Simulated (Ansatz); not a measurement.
# BH3S + NH3: a complex and its separated parts

Aim: how far the complex at one end of a reaction step lies below its separated, relaxed parts, level by level.

Program: Ansatz 0.2.0, Gaussian basis. Level of theory: PBE0-D4/def2-TZVP structures, single points in def2-TZVPP, no counterpoise correction. These are calculated values, not measurements.

Levels: SPW92, PBE-D4, BLYP-D4, r2SCAN-D4, B97M-V, PBE0-D4, B3LYP-D4, r2SCAN0-D4, BHLYP-D4, CAM-B3LYP-D4, wB97X-V, wB97M-V, B2PLYP, PBE-QIDH, RPA on PBE, Hartree-Fock, MP2, CCSD, CCSD(T).

Cores are frozen in the correlated methods. B3LYP uses VWN-RPA correlation. B2PLYP carries no dispersion term here.

78 further runs of the same task are left out: 78 set aside as unsound or not needed.

## 1. The starting structure

The complex: 9 atoms, charge 0, spin multiplicity 1.

Atoms are counted from 1 here; the program's logs count them from 0.

Bond lengths: B1–N2 1.640 Å, B1–H3 1.207 Å, B1–H4 1.206 Å, B1–S6 1.890 Å, N2–H5 1.016 Å, N2–H7 1.017 Å, N2–H8 1.016 Å, S6–H9 1.343 Å. Angles: N2–B1–H3 105.0°, N2–B1–H4 105.8°, N2–B1–S6 107.0°, H3–B1–H4 114.6°, H3–B1–S6 109.0°, H4–B1–S6 114.6°, B1–N2–H5 109.4°, B1–N2–H7 111.8°, B1–N2–H8 110.6°, H5–N2–H7 109.0°, H5–N2–H8 107.3°, H7–N2–H8 108.6°, B1–S6–H9 99.1°.

Geometry (Å):

```
atom     x (Å)     y (Å)     z (Å)
  B1  -0.22276  -0.45211  -0.54224
  N2   0.87403   0.52486   0.18756
  H3  -0.12301  -0.20887  -1.72065
  H4   0.08284  -1.57730  -0.23398
  H5   0.62625   1.49608   0.01864
  S6  -1.93191   0.08963   0.05595
  H7   1.81625   0.35886  -0.15738
  H8   0.86664   0.38187   1.19324
  H9  -1.98834  -0.61312   1.19886
```

Its parts: BH3S holds atoms 1, 3, 4, 6, 9; NH3 holds atoms 2, 5, 7, 8. Each part counts its atoms afresh in its own runs.

## 2. Relaxing BH3S alone

Input file relax-a/in.yaml:

```yaml
crystal:
  periodic: [false, false, false]
  atoms:
    - {symbol: B, position_ang: [-0.222757, -0.452113, -0.542242]}
    - {symbol: H, position_ang: [-0.123007, -0.208866, -1.720647]}
    - {symbol: H, position_ang: [0.082844, -1.577302, -0.233981]}
    - {symbol: S, position_ang: [-1.931909, 0.089634, 0.055949]}
    - {symbol: H, position_ang: [-1.988338, -0.613122, 1.198862]}
basis:
  gaussian: {orbitals: def2-TZVP}
hamiltonian: {xc: pbe0, dispersion: d4}
relax: {f_tol: 0.005, max_steps: 200}
```

Run with:

```
> ansatz run in.yaml --threads 2 --pin off --events-out ev --progress --plain --max-ram 4352MiB
```

The log of the run (excerpt; [...] marks lines left out):

```text
Functional definition: PBE0
  name "PBE0"
  cite "Adamo & Barone, J. Chem. Phys. 110, 6158 (1999) doi:10.1063/1.478522"
  cite "Perdew, Burke & Ernzerhof, Phys. Rev. Lett. 77, 3865 (1996) doi:10.1103/PhysRevLett.77.3865"
  parent pbe
[...]
572 factors; their error is unknown
[...]
mean field -11555.77422050 eV, -424.6668698181 hartree, gradient 1.1e-5 eV, S^2 0.000000; 0 other end points of the search recorded, 0 dependent functions left out
[...]
reference -11555.77424594 eV, -424.6668707532 hartree; 12, 12 occupied and 74, 74 virtual orbitals, 572 factors
[...]
reference -11556.50501928 eV, -424.6937261781 hartree; 12, 12 occupied and 74, 74 virtual orbitals, 572 factors
Total energy: -11556.55209003 eV, -424.6954559961 hartree
Atom 0 at    -0.429314    -0.606100    -0.657410 Å, force    -0.000572     0.000325     0.000205 eV/Å
Atom 1 at    -0.071084    -0.130778    -1.689782 Å, force     0.000529    -0.000685     0.000265 eV/Å
Atom 2 at     0.131481    -1.519622    -0.139910 Å, force    -0.000007     0.000491    -0.000593 eV/Å
Atom 3 at    -1.857696     0.129932     0.072054 Å, force    -0.000074    -0.000307     0.000517 eV/Å
Atom 4 at    -1.956554    -0.635202     1.172989 Å, force     0.000124     0.000176    -0.000393 eV/Å
Dipole moment:    -0.032786    -0.097717     0.164272 e Å
```

Run time: 6.5 s. Hardware: 2 threads of Arm Neoverse V1, shared host.

Relaxation path: (the energy doesn't fall at every step)

```
step  energy from step 1 (eV)  largest force component (eV/Å)
   1                   0.0000                          3.5630
   2                  -0.5974                          1.3353
   3                  -0.6873                          0.9324
   4                  -0.7201                          0.3248
   5                  -0.7292                          0.1934
   6                  -0.7276                          0.0864
   7                  -0.7309                          0.0093
   8                  -0.7309                          0.0007
```

Close pairs (by a distance rule), those that changed most:

```
 bond  before (Å)  after (Å)  change (Å)
B1–S4       1.890      1.765      -0.125
B1–H2       1.207      1.192      -0.016
B1–H3       1.206      1.190      -0.016
S4–H5       1.343      1.344      +0.001
```

## 3. Relaxing NH3 alone

Input file relax-b/in.yaml:

```yaml
crystal:
  periodic: [false, false, false]
  atoms:
    - {symbol: N, position_ang: [0.874029, 0.524858, 0.187563]}
    - {symbol: H, position_ang: [0.626250, 1.496075, 0.018642]}
    - {symbol: H, position_ang: [1.816248, 0.358862, -0.157384]}
    - {symbol: H, position_ang: [0.866640, 0.381874, 1.193237]}
basis:
  gaussian: {orbitals: def2-TZVP}
hamiltonian: {xc: pbe0, dispersion: d4}
relax: {f_tol: 0.005, max_steps: 200}
```

Run with:

```
> ansatz run in.yaml --threads 2 --pin off --events-out ev --progress --plain --max-ram 4352MiB
```

The log of the run (excerpt; [...] marks lines left out):

```text
[... 5 set-up lines as earlier in the session ...]
[...]
287 factors; their error is unknown
[...]
mean field -1537.79431116 eV, -56.5128985806 hartree, gradient 4.0e-6 eV, S^2 0.000000; 0 other end points of the search recorded, 0 dependent functions left out
[...]
Total energy: -1537.80844303 eV, -56.5134179173 hartree
Atom 0 at     0.862524     0.517838     0.184237 Å, force    -0.002815    -0.002940    -0.002213 eV/Å
Atom 1 at     0.637933     1.490960     0.017730 Å, force    -0.000169     0.002878    -0.000171 eV/Å
Atom 2 at     1.807592     0.369809    -0.147545 Å, force     0.002555     0.000048    -0.000490 eV/Å
Atom 3 at     0.875117     0.383062     1.187636 Å, force     0.000429     0.000014     0.002874 eV/Å
Dipole moment:     0.229360     0.215985     0.158038 e Å
```

It took 1.2 s on 2 threads of Arm Neoverse V1, shared host.

Along the way:

| step | energy from step 1 (eV) | largest force component (eV/Å) |
| --- | --- | --- |
| 1 | 0.0000 | 0.2243 |
| 2 | -0.0043 | 0.0869 |
| 3 | -0.0050 | 0.0180 |
| 4 | -0.0050 | 0.0029 |

Distances of close pairs at the start and the end, largest changes first:

```csv
bond,before (Å),after (Å),change (Å)
N1–H3,1.017,1.012,-0.005
N1–H2,1.016,1.012,-0.004
N1–H4,1.016,1.012,-0.003
```

## 4. SPW92/def2-TZVPP

Input file parta/in.yaml:

```yaml
crystal:
  periodic: [false, false, false]
  atoms:
    - {symbol: B, position_ang: [-0.429314, -0.606100, -0.657410]}
    - {symbol: H, position_ang: [-0.071084, -0.130778, -1.689782]}
    - {symbol: H, position_ang: [0.131481, -1.519622, -0.139910]}
    - {symbol: S, position_ang: [-1.857696, 0.129932, 0.072054]}
    - {symbol: H, position_ang: [-1.956554, -0.635202, 1.172989]}
basis:
  gaussian: {orbitals: def2-TZVPP}
hamiltonian: {xc: lda}
```

Input file partb/in.yaml:

```yaml
crystal:
  periodic: [false, false, false]
  atoms:
    - {symbol: N, position_ang: [0.862524, 0.517838, 0.184237]}
    - {symbol: H, position_ang: [0.637933, 1.490960, 0.017730]}
    - {symbol: H, position_ang: [1.807592, 0.369809, -0.147545]}
    - {symbol: H, position_ang: [0.875117, 0.383062, 1.187636]}
basis:
  gaussian: {orbitals: def2-TZVPP}
hamiltonian: {xc: lda}
```

Each run has its own folder and the same command.

Run with:

```
> ansatz run in.yaml --threads 2 --pin off --events-out ev --progress --plain --max-ram 4352MiB
```

Output in parta (excerpt; [...] marks lines left out):

```text
Functional definition: SPW92
  name "SPW92"
  cite "Dirac, Proc. Camb. Phil. Soc. 26, 376 (1930) doi:10.1017/S0305004100016108"
  cite "Slater, Phys. Rev. 81, 385 (1951) doi:10.1103/PhysRev.81.385"
  cite "Perdew & Wang, Phys. Rev. B 45, 13244 (1992) doi:10.1103/PhysRevB.45.13244"
[...]
630 factors; their error is unknown
[...]
mean field -11515.39843915 eV, -423.1830872214 hartree, gradient 5.1e-5 eV, S^2 0.000000; 0 other end points of the search recorded, 0 dependent functions left out
reference -11515.39847092 eV, -423.1830883887 hartree; 12, 12 occupied and 103, 103 virtual orbitals, 630 factors
Total energy: -11515.39847092 eV, -423.1830883887 hartree
```

Output in partb (excerpt; [...] marks lines left out):

```text
[... 5 set-up lines as earlier in the session ...]
[...]
332 factors; their error is unknown
[...]
mean field -1526.58930746 eV, -56.1011222899 hartree, gradient 8.6e-5 eV, S^2 0.000000; 0 other end points of the search recorded, 0 dependent functions left out
reference -1526.58932687 eV, -56.1011230029 hartree; 5, 5 occupied and 68, 68 virtual orbitals, 332 factors
Total energy: -1526.58932687 eV, -56.1011230029 hartree
```

They took 0.4 s (parta), 0.2 s (partb) on 2 threads of Arm Neoverse V1, shared host.

## 5. PBE-D4/def2-TZVPP

The same edit goes into each in.yaml of step 4 (parta, partb):

```diff
-hamiltonian: {xc: lda}
+hamiltonian: {xc: pbe, dispersion: d4}
```

Each run has its own folder and the same command.

Run with:

```
> ansatz run in.yaml --threads 2 --pin off --events-out ev --progress --plain --max-ram 4352MiB
```

Output in parta (excerpt; [...] marks lines left out):

```text
Functional definition: PBE
  name "PBE"
[... 2 set-up lines as earlier in the session ...]
[...]
630 factors; their error is unknown
[...]
mean field -11555.37668795 eV, -424.6522607666 hartree, gradient 2.7e-5 eV, S^2 0.000000; 0 other end points of the search recorded, 0 dependent functions left out
reference -11555.37672159 eV, -424.6522620029 hartree; 12, 12 occupied and 103, 103 virtual orbitals, 630 factors
Total energy: -11555.43391531 eV, -424.6543638334 hartree
```

partb printed (excerpt; [...] marks lines left out):

```text
[... 4 set-up lines as earlier in the session ...]
[...]
332 factors; their error is unknown
[...]
mean field -1537.73142815 eV, -56.5105876727 hartree, gradient 5.9e-5 eV, S^2 0.000000; 0 other end points of the search recorded, 0 dependent functions left out
reference -1537.73144850 eV, -56.5105884206 hartree; 5, 5 occupied and 68, 68 virtual orbitals, 332 factors
Total energy: -1537.74282560 eV, -56.5110065211 hartree
```

Times: 0.7 s (parta), 0.25 s (partb) on 2 threads of Arm Neoverse V1, shared host.

## 6. BLYP-D4/def2-TZVPP

Each input of step 5 (parta, partb) changes in the same lines:

```diff
-hamiltonian: {xc: pbe, dispersion: d4}
+hamiltonian: {xc: {name: BLYP}, dispersion: d4}
```

One command serves all of them, each in its own folder.

Run with:

```
> ansatz run in.yaml --threads 2 --pin off --events-out ev --progress --plain --max-ram 4352MiB
```

Output in parta (excerpt; [...] marks lines left out):

```text
Functional definition: BLYP
  name "BLYP"
  cite "Becke, Phys. Rev. A 38, 3098 (1988) doi:10.1103/PhysRevA.38.3098"
  cite "Lee, Yang & Parr, Phys. Rev. B 37, 785 (1988) doi:10.1103/PhysRevB.37.785"
[...]
630 factors; their error is unknown
[...]
mean field -11560.88456475 eV, -424.8546715054 hartree, gradient 8.7e-5 eV, S^2 0.000000; 0 other end points of the search recorded, 0 dependent functions left out
reference -11560.88484564 eV, -424.8546818279 hartree; 12, 12 occupied and 103, 103 virtual orbitals, 630 factors
Total energy: -11561.01627198 eV, -424.8595116568 hartree
```

partb printed (excerpt; [...] marks lines left out):

```text
[... 4 set-up lines as earlier in the session ...]
[...]
332 factors; their error is unknown
[...]
mean field -1539.10782478 eV, -56.5611693159 hartree, gradient 5.7e-5 eV, S^2 0.000000; 0 other end points of the search recorded, 0 dependent functions left out
reference -1539.10801036 eV, -56.5611761360 hartree; 5, 5 occupied and 68, 68 virtual orbitals, 332 factors
Total energy: -1539.13545765 eV, -56.5621848050 hartree
```

Wall times: 0.65 s (parta), 0.3 s (partb) on 2 threads of Arm Neoverse V1, shared host.

## 7. r2SCAN-D4/def2-TZVPP

Each input of step 6 (parta, partb) changes in the same lines:

```diff
-hamiltonian: {xc: {name: BLYP}, dispersion: d4}
+hamiltonian: {xc: r2scan, dispersion: d4}
```

Each run has its own folder and the same command.

Run with:

```
> ansatz run in.yaml --threads 2 --pin off --events-out ev --progress --plain --max-ram 4352MiB
```

Log of parta (excerpt; [...] marks lines left out):

```text
Functional definition: r2SCAN
  name "r2SCAN"
  cite "Furness, Kaplan, Ning, Perdew & Sun, J. Phys. Chem. Lett. 11, 8208 (2020) doi:10.1021/acs.jpclett.0c02405"
  cite "Furness, Kaplan, Ning, Perdew & Sun, J. Phys. Chem. Lett. 11, 9248 (2020) doi:10.1021/acs.jpclett.0c03077"
  parent r2scan
[...]
630 factors; their error is unknown
[...]
mean field -11560.10812545 eV, -424.8261378875 hartree, gradient 7.4e-5 eV, S^2 0.000000; 0 other end points of the search recorded, 0 dependent functions left out
reference -11560.10813578 eV, -424.8261382672 hartree; 12, 12 occupied and 103, 103 virtual orbitals, 630 factors
Total energy: -11560.12066158 eV, -424.8265985818 hartree
```

Output in partb (excerpt; [...] marks lines left out):

```text
[... 5 set-up lines as earlier in the session ...]
[...]
332 factors; their error is unknown
[...]
mean field -1538.76467432 eV, -56.5485587692 hartree, gradient 3.2e-5 eV, S^2 0.000000; 0 other end points of the search recorded, 0 dependent functions left out
reference -1538.76468078 eV, -56.5485590065 hartree; 5, 5 occupied and 68, 68 virtual orbitals, 332 factors
Total energy: -1538.76739353 eV, -56.5486586981 hartree
```

Times: 1.4 s (parta), 0.7 s (partb) on 2 threads of Arm Neoverse V1, shared host.

## 8. B97M-V/def2-TZVPP

The same edit goes into each in.yaml of step 7 (parta, partb):

```diff
-hamiltonian: {xc: r2scan, dispersion: d4}
+hamiltonian: {xc: {name: B97M-V}}
```

Each run has its own folder and the same command.

Run with:

```
> ansatz run in.yaml --threads 2 --pin off --events-out ev --progress --plain --max-ram 4352MiB
```

parta printed (excerpt; [...] marks lines left out):

```text
Functional definition: B97M-V
  name "B97M-V"
  cite "Mardirossian & Head-Gordon, J. Chem. Phys. 142, 074111 (2015) doi:10.1063/1.4907719"
  cite "Becke, J. Chem. Phys. 107, 8554 (1997) doi:10.1063/1.475007"
  cite "Vydrov & Van Voorhis, J. Chem. Phys. 133, 244103 (2010) doi:10.1063/1.3521275"
  # Of w^i u^j: cxij and so on, Table III.
[...]
  gx(w, u) = cx00 + cx01*u + cx02*u^2 + (cx10 + cx11*u)*w
[...]
  gos(w, u) = cos00 + cos01*u + cos03*u^3 + cos10*w + cos32*w^3*u^2
[...]
      + integral(e_c_pw_mod_opposite_spin*gos(b97_w_opposite, b97_u_opposite)) + vv10(b, c)
630 factors; their error is unknown
[...]
mean field -11558.95446301 eV, -424.7837415750 hartree, gradient 2.8e-5 eV, S^2 0.000000; 0 other end points of the search recorded, 0 dependent functions left out
reference -11558.95451392 eV, -424.7837434459 hartree; 12, 12 occupied and 103, 103 virtual orbitals, 630 factors
Total energy: -11558.95451392 eV, -424.7837434459 hartree
```

Output in partb (excerpt; [...] marks lines left out):

```text
[... 5 set-up lines as earlier in the session ...]
  # Of w^i u^j: cxij and so on, Table III.
[...]
  gx(w, u) = cx00 + cx01*u + cx02*u^2 + (cx10 + cx11*u)*w
[...]
  gos(w, u) = cos00 + cos01*u + cos03*u^3 + cos10*w + cos32*w^3*u^2
[...]
      + integral(e_c_pw_mod_opposite_spin*gos(b97_w_opposite, b97_u_opposite)) + vv10(b, c)
332 factors; their error is unknown
[...]
mean field -1539.38742884 eV, -56.5714445756 hartree, gradient 4.5e-5 eV, S^2 0.000000; 0 other end points of the search recorded, 0 dependent functions left out
reference -1539.38746166 eV, -56.5714457817 hartree; 5, 5 occupied and 68, 68 virtual orbitals, 332 factors
Total energy: -1539.38746166 eV, -56.5714457817 hartree
```

Times: 2.8 s (parta), 1 s (partb) on 2 threads of Arm Neoverse V1, shared host.

## 9. PBE0-D4/def2-TZVPP

Each input of step 8 (parta, partb) changes in the same lines:

```diff
-hamiltonian: {xc: {name: B97M-V}}
+hamiltonian: {xc: pbe0, dispersion: d4}
+output: {orbitals: {seedname: orbitals}}
```

Each run has its own folder and the same command.

Run with:

```
> ansatz run in.yaml --threads 2 --pin off --events-out ev --progress --plain --max-ram 4352MiB
```

Output in parta (excerpt; [...] marks lines left out):

```text
[... 5 set-up lines as earlier in the session ...]
[...]
661 factors; their error is unknown
[...]
mean field -11556.53032799 eV, -424.6946562562 hartree, gradient 5.8e-5 eV, S^2 0.000000; 0 other end points of the search recorded, 0 dependent functions left out
reference -11556.53035313 eV, -424.6946571801 hartree; 12, 12 occupied and 103, 103 virtual orbitals, 661 factors
Total energy: -11556.57742388 eV, -424.6963869981 hartree
```

Output in partb (excerpt; [...] marks lines left out):

```text
[... 5 set-up lines as earlier in the session ...]
[...]
332 factors; their error is unknown
[...]
mean field -1537.87183920 eV, -56.5157476838 hartree, gradient 1.2e-5 eV, S^2 0.000000; 0 other end points of the search recorded, 0 dependent functions left out
reference -1537.87185512 eV, -56.5157482687 hartree; 5, 5 occupied and 68, 68 virtual orbitals, 332 factors
Total energy: -1537.88097021 eV, -56.5160832419 hartree
```

They took 0.7 s (parta), 0.3 s (partb) on 2 threads of Arm Neoverse V1, shared host.

## 10. B3LYP-D4/def2-TZVPP

The same edit goes into each in.yaml of step 9 (parta, partb):

```diff
-hamiltonian: {xc: pbe0, dispersion: d4}
-output: {orbitals: {seedname: orbitals}}
+hamiltonian: {xc: {name: B3LYP}, dispersion: d4}
```

The same command starts each run, in its folder.

Run with:

```
> ansatz run in.yaml --threads 2 --pin off --events-out ev --progress --plain --max-ram 4352MiB
```

Log of parta (excerpt; [...] marks lines left out):

```text
Functional definition: B3LYP
  name "B3LYP"
  cite "Stephens, Devlin, Chabalowski & Frisch, J. Phys. Chem. 98, 11623 (1994) doi:10.1021/j100096a001"
[... 2 set-up lines as earlier in the session ...]
  cite "Vosko, Wilk & Nusair, Can. J. Phys. 58, 1200 (1980) doi:10.1139/p80-159"
[...]
642 factors; their error is unknown
[...]
mean field -11562.18919740 eV, -424.9026158711 hartree, gradient 3.3e-5 eV, S^2 0.000000; 0 other end points of the search recorded, 0 dependent functions left out
reference -11562.18940587 eV, -424.9026235322 hartree; 12, 12 occupied and 103, 103 virtual orbitals, 642 factors
Total energy: -11562.28312123 eV, -424.9060675082 hartree
```

Output in partb (excerpt; [...] marks lines left out):

```text
[... 6 set-up lines as earlier in the session ...]
[...]
332 factors; their error is unknown
[...]
mean field -1539.85469202 eV, -56.5886161808 hartree, gradient 1.3e-5 eV, S^2 0.000000; 0 other end points of the search recorded, 0 dependent functions left out
reference -1539.85483165 eV, -56.5886213121 hartree; 5, 5 occupied and 68, 68 virtual orbitals, 332 factors
Total energy: -1539.87289115 eV, -56.5892849863 hartree
```

They took 0.8 s (parta), 0.3 s (partb) on 2 threads of Arm Neoverse V1, shared host.

## 11. r2SCAN0-D4/def2-TZVPP

The same edit goes into each in.yaml of step 10 (parta, partb):

```diff
-hamiltonian: {xc: {name: B3LYP}, dispersion: d4}
+hamiltonian: {xc: {name: r2SCAN0}, dispersion: d4}
```

Each run has its own folder and the same command.

Run with:

```
> ansatz run in.yaml --threads 2 --pin off --events-out ev --progress --plain --max-ram 4352MiB
```

parta printed (excerpt; [...] marks lines left out):

```text
Functional definition: r2SCAN0
  name "r2SCAN0"
  cite "Bursch, Neugebauer, Ehlert & Grimme, J. Chem. Phys. 156, 134105 (2022) doi:10.1063/5.0086040"
[... 3 set-up lines as earlier in the session ...]
[...]
661 factors; their error is unknown
[...]
mean field -11559.97882888 eV, -424.8213863262 hartree, gradient 2.9e-5 eV, S^2 0.000000; 0 other end points of the search recorded, 0 dependent functions left out
reference -11559.97883707 eV, -424.8213866271 hartree; 12, 12 occupied and 103, 103 virtual orbitals, 661 factors
Total energy: -11559.99365322 eV, -424.8219311107 hartree
```

Output in partb (excerpt; [...] marks lines left out):

```text
[... 6 set-up lines as earlier in the session ...]
[...]
332 factors; their error is unknown
[...]
mean field -1538.56929010 eV, -56.5413785316 hartree, gradient 3.6e-5 eV, S^2 0.000000; 0 other end points of the search recorded, 0 dependent functions left out
reference -1538.56929519 eV, -56.5413787185 hartree; 5, 5 occupied and 68, 68 virtual orbitals, 332 factors
Total energy: -1538.57229628 eV, -56.5414890065 hartree
```

They took 1.6 s (parta), 0.65 s (partb) on 2 threads of Arm Neoverse V1, shared host.

## 12. BHLYP-D4/def2-TZVPP

Each input of step 11 (parta, partb) changes in the same lines:

```diff
-hamiltonian: {xc: {name: r2SCAN0}, dispersion: d4}
+hamiltonian: {xc: {name: BHLYP}, dispersion: d4}
```

The same command starts each run, in its folder.

Run with:

```
> ansatz run in.yaml --threads 2 --pin off --events-out ev --progress --plain --max-ram 4352MiB
```

Log of parta (excerpt; [...] marks lines left out):

```text
Functional definition: BHLYP
  name "BHLYP"
  cite "Becke, J. Chem. Phys. 98, 1372 (1993) doi:10.1063/1.464304"
[... 2 set-up lines as earlier in the session ...]
[...]
721 factors; their error is unknown
[...]
mean field -11561.03141866 eV, -424.8600682871 hartree, gradient 8.0e-5 eV, S^2 0.000000; 0 other end points of the search recorded, 0 dependent functions left out
reference -11561.03155959 eV, -424.8600734662 hartree; 12, 12 occupied and 103, 103 virtual orbitals, 721 factors
Total energy: -11561.10133662 eV, -424.8626377249 hartree
```

partb printed (excerpt; [...] marks lines left out):

```text
[... 5 set-up lines as earlier in the session ...]
[...]
346 factors; their error is unknown
[...]
mean field -1538.73572512 eV, -56.5474949056 hartree, gradient 7.6e-5 eV, S^2 0.000000; 0 other end points of the search recorded, 0 dependent functions left out
reference -1538.73582178 eV, -56.5474984577 hartree; 5, 5 occupied and 68, 68 virtual orbitals, 346 factors
Total energy: -1538.74652116 eV, -56.5478916528 hartree
```

They took 0.8 s (parta), 0.3 s (partb) on 2 threads of Arm Neoverse V1, shared host.

[end of part 1 of 2]
